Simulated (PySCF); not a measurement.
Method: PBE-D3(BJ)/def2-TZVP // PBE-D3(BJ)/def2-SVP (PySCF 2.14.0). Gas-phase values, no solvent. 

Reference species (SMILES): `N` (neutral, multiplicity 1).

```yaml
dipole_moment: 1.80 D
HOMO: -6.15 eV
```

Changed species: `O` (free base H2O; the reference has free base NH3).

Question: Give the shifts of the dipole moment and HOMO.

Answer: the dipole moment goes up by 0.27 D, to 2.07 D; the HOMO falls by 0.81 eV, to -6.96 eV.
